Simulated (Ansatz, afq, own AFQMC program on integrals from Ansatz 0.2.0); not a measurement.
## Atomization energy of AlNH₂, singlet, worked out

```xyz
4

Al    0.0000   -0.0211    0.6643
N     0.0000    0.0382   -0.9486
H     0.0000    0.0963    2.2187
H     0.0000   -0.1134   -1.9344
```

Connectivity, by distances: AlH–NH.

Basis cc-pVTZ. Noble-gas cores (and the filled d shells of Ga–Kr and In–Xe) are frozen. Integrals, coupled cluster, full CI and functionals: Ansatz 0.2.0; the random walks run on the same integrals in our own AFQMC program. ph-AFQMC/CISD is guided by a CISD state made of CCSD amplitudes; releasing the constraint for a short imaginary time cuts its bias at the price of noise, slowly where states lie close. Uncertainties: one standard error, sampling alone.

Total energies in eV. CBS is CCSD(T) at the limit of def2-TZVPP/QZVPP (extrapolated itself); the highest rung of each member is named.

Cautions: AlNH₂ (singlet): higher spins were not checked, raised T1 diagnostic (T1 0.024, weight of the determinant 0.87, largest double 0.05), the released value is read at 2.40 1/Eh (meV from the phaseless value at times in 1/Eh: -13 ± 7 at 0.24, -16 ± 5 at 0.51, -27 ± 6 at 0.99, -28 ± 6 at 1.62, -28 ± 7 at 2.40).

| member | count | CCSD(T)/cc-pVTZ | highest rung in cc-pVTZ | which | CCSD(T)/CBS |
| --- | --- | --- | --- | --- | --- |
| Al (doublet) | +1 | -6583.2834 | -6583.2963 | FCI | -6583.4221 |
| N (quartet) | +1 | -1483.4207 | -1483.4306 | FCI | -1483.8573 |
| H (doublet) | +2 | -13.6005 | -13.6005 | FCI | -13.6059 |
| AlNH₂, singlet | -1 | -8103.9585 | -8104.0057 ± 0.0070 | released AFQMC | -8105.1512 |

Task: Work out the best estimate of the atomization energy: the CCSD(T)/CBS difference plus the step from CCSD(T) to the highest rung.

Result: Sums with the counts: CCSD(T)/CBS 10.6600 eV, highest rung 10.0778 eV, CCSD(T)/cc-pVTZ 10.0534 eV. The step is 10.0778 − 10.0534 = 0.0244 eV, so the best estimate is 10.6600 + (0.0244) = 10.6844 eV, with sampling noise 0.007 eV. The basis set is worth 0.607 eV of it. Zero-point, core-correlation and spin–orbit terms aren't in it. Past Ne the Hartree–Fock part of each CBS total tends to overshoot, since the cores don't follow the formula; that largely cancels in the difference.

Best estimates are given only where the step beyond CCSD(T) is under 0.3 eV and no member's determinant is very poor (T1 over 0.05, or 0.07 for open shells, ⟨S²⟩ too high by 0.3, two states mixed), so the hardest cases are missing from such tables.

Each member of a difference takes its own highest rung, so a best estimate needn't equal the limit plus the step of one row. A walk keeps the symmetry of its determinant, which the program's search chose and which needn't be the lowest solution, so a lower state of the same spin and another symmetry isn't excluded. Released energies are given only where the last usable release times agree within the noise; a slower fall can still hide under it.
